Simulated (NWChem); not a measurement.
Species: SiH₃ cation

```xyz
4

Si     0.0000     0.0000     0.0000
H      1.1933    -0.8948     0.0000
H     -1.3716    -0.5861     0.0000
H      0.1782     1.4809     0.0000
```
Atoms are numbered in this order, from 1.

Level: PBE-D3(BJ)/def2-SVP (NWChem); excitation at 532 nm, off resonance, unscaled harmonic frequencies. Structure relaxed at the PBE-D3(BJ)/def2-SVP level.

Give the Raman lines with relative activities.


```json
[
 {"wavenumber (cm⁻¹)": "890", "relative intensity": "9.1"},
 {"wavenumber (cm⁻¹)": "2198", "relative intensity": "100"},
 {"wavenumber (cm⁻¹)": "2284", "relative intensity": "33"}
]
```
